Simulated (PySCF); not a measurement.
# Spin states of AlB

Unrestricted PBE0; Al aug-pcseg-1, B aug-pcseg-1; no relativity (PySCF 2.14). Outer shells of the fragments: Al 3s2 3p1; B 2s2 2p1.

Followed along the bond (rough minima from three points):

```
2Ms+1  unpaired  ⟨S²⟩ at the start  R at minimum (Å)  Te (eV)
    3      π ↑↑               2.24              2.03     0.00
    3  σ ↑, π ↑               2.00              2.24     0.07
    1  σ ↓, π ↑               1.02              2.24     0.23
    1      π ↑↓               1.00              2.06     0.30
    1      none               0.17              2.08     1.02
```

Solutions found at the starting distance of 2.010 Å, counted from the lowest of them; the search is not exhaustive and high or unbound solutions are not listed, so other states can lie among these:

| 2Ms+1 | unpaired | term | E (eV) | ⟨S²⟩ | ⟨Lz²⟩ | μ (D) |
| --- | --- | --- | --- | --- | --- | --- |
| 3 | π ↑↑ | ³Σ⁻ | 0.00 | 2.24 | 0.00 | -1.68 |
| 3 | σ ↑, π ↑ | ³Π | 0.29 | 2.00 | 1.00 | -0.56 |
| 1 | π ↑↓ | mixed | 0.31 | 1.00 | 2.01 | -1.69 |
| 1 | σ ↓, π ↑ | mixed | 0.47 | 1.02 | 1.00 | -0.86 |
| 1 | none | mixed | 1.05 | 0.17 | 2.00 | -1.63 |
| 3 | σ ↑↑, π ↑↓ | mixed | 1.71 | 3.01 | 2.01 | -2.40 |
| 1 | σ ↓↓, π ↑↑ | mixed | 2.09 | 2.01 | 0.00 | -2.56 |
| 3 | σ ↑, π ↑ | ³Π | 2.67 | 2.03 | 1.01 | -2.50 |
| 3 | π ↑↑ | mixed | 2.93 | 2.24 | 2.01 | -0.07 |
| 1 | σ ↓, π ↑ | mixed | 3.05 | 1.13 | 1.00 | -2.30 |

A term symbol is given only where ⟨S²⟩ and ⟨Lz²⟩ are close to those of a pure state; real π, δ and φ orbitals otherwise mix terms. A positive dipole means Al(−)B(+).

Task: Compare the gap between the two lowest followed solutions at the starting distance with the gap between their minima.

Result: At PBE0 the second solution (triplet, unpaired electrons σ ↑, π ↑) lies +0.29 eV from the first (triplet, unpaired electrons π ↑↑) at 2.010 Å and +0.07 eV at the minima; the two curves relax by different amounts, since their minima lie near 2.24 and 2.03 Å.
